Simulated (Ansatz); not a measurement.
A run of Ansatz (development build ahead of 0.2.0) on triplet C2H4O2 at this shape:

```xyz
8

C     0.2563    0.8662    0.2271
O    -0.6990    0.8871    0.9159
O     0.6381   -0.1462   -0.5163
C    -0.1503   -1.3175   -0.4949
H     0.9568    1.7002    0.1189
H     0.3334   -2.0209   -1.1643
H    -0.1979   -1.7292    0.5111
H    -1.1605   -1.1060   -0.8392
```

Its results:

| Quantity | Value |
| --- | --- |
| Converged | yes |
| Reference energy | -227.44085 hartree |
| Correlation energy | -0.57450 hartree |
| Total energy | -228.01534 hartree |
| Spin squared of the determinant | 2.015 |
| Stability test | minimum |

Forces (eV/Å):
```csv
atom,Fx,Fy,Fz
C1,10.206,2.526,-6.081
O2,-10.325,0.206,7.437
O3,0.778,-3.045,-1.976
C4,0.293,0.582,0.067
H5,-0.489,0.340,0.509
H6,0.095,-0.263,-0.190
H7,-0.052,-0.319,0.433
H8,-0.505,-0.027,-0.199
```

Problem. Which input gives this output? Name the method, the orbitals and the basis set, and write the input.

Solution. UHF-MP2 in def2-SVP.

```yaml
crystal:
  periodic: [false, false, false]
  atoms:
    - { symbol: C, position_ang: [0.25627, 0.86624, 0.22705] }
    - { symbol: O, position_ang: [-0.69902, 0.88713, 0.91594] }
    - { symbol: O, position_ang: [0.63811, -0.14619, -0.51634] }
    - { symbol: C, position_ang: [-0.15034, -1.31746, -0.4949] }
    - { symbol: H, position_ang: [0.95676, 1.7002, 0.11893] }
    - { symbol: H, position_ang: [0.33342, -2.02091, -1.16432] }
    - { symbol: H, position_ang: [-0.19795, -1.72924, 0.51112] }
    - { symbol: H, position_ang: [-1.16048, -1.10605, -0.83924] }
basis:
  gaussian: { orbitals: def2-SVP }
magnetization:
  spin_polarized: true
  initial_magnetization: 2
hamiltonian:
  xc: hf
correlation:
  method: mp2
  frozen_orbitals: { C: 1, H: 0, O: 1 }
output:
  forces: true
```

Caution: another spin multiplicity may lie lower.
